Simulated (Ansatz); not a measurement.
H2OSi, SMILES O[SiH], a test of scalar relativity

Program: Ansatz 0.2.0, Python API.

The cells in order, each with its output:

In [1]:
```python
import ansatz as az
import numpy as np
```

In [2]:
```python
geometry_ang = [
    ("O", (0.1394, -0.8436, 0.2881)),
    ("Si", (0.117, 0.8056, -0.1355)),
    ("H", (0.7671, -1.1322, 0.8346)),
    ("H", (-0.9681, 1.11, -1.0075)),
]
mol = az.Crystal.molecule()
for symbol, xyz in geometry_ang:
    mol = mol.atom(symbol, xyz)
```

In [3]:
```python
calc = mol.calculation()
calc = calc.functional("b3lyp")
calc = calc.scf(lower_state_search="light")
calc = calc.forces()
# a set contracted for a scalar-relativistic Hamiltonian goes with the relativistic run
sets = {"none": "cc-pVTZ", "scalar": "cc-pVTZ-DK"}
found = {kind: calc.basis(gaussian=basis).pseudopotentials(relativity=kind).run(threads=1, pin="off").report for kind, basis in sets.items()}
for kind, each in found.items():
    dipole = 4.803205 * np.linalg.norm(each["charge_distribution"]["dipole_moment_e_ang"])
    print(f"{kind:7s} E = {each['free_energy_ev']:.4f} eV  dipole {dipole:.3f} D  largest force component {np.abs(each['forces_ev_ang']).max():.4f} eV/A")
print(f"relativity lowers the total energy by {found['none']['free_energy_ev'] - found['scalar']['free_energy_ev']:.3f} eV")
```
```text
none    E = -9957.9677 eV  dipole 0.570 D  largest force component 4.9456 eV/A
scalar  E = -9975.9608 eV  dipole 0.567 D  largest force component 4.9491 eV/A
relativity lowers the total energy by 17.993 eV
```

The total moves by -18.0 eV, nearly all in the cores, and the dipole from 0.57 to 0.57 D.

Caveats:
- These settings explore the input space; basis and method may be short of convergence.
- The geometry is a force-field or estimated start, not a minimum of this method. The basis set changes with the Hamiltonian (a set recontracted for scalar relativity), and most of the change in the total lies in the cores.
- b3lyp holds the VWN-RPA fit, as in Gaussian; the form of ORCA and Turbomole is b3lyp5.
- Finished in 3.3 s on 1 thread of Arm Neoverse V1 (shared host), peak memory 0.2 GiB.
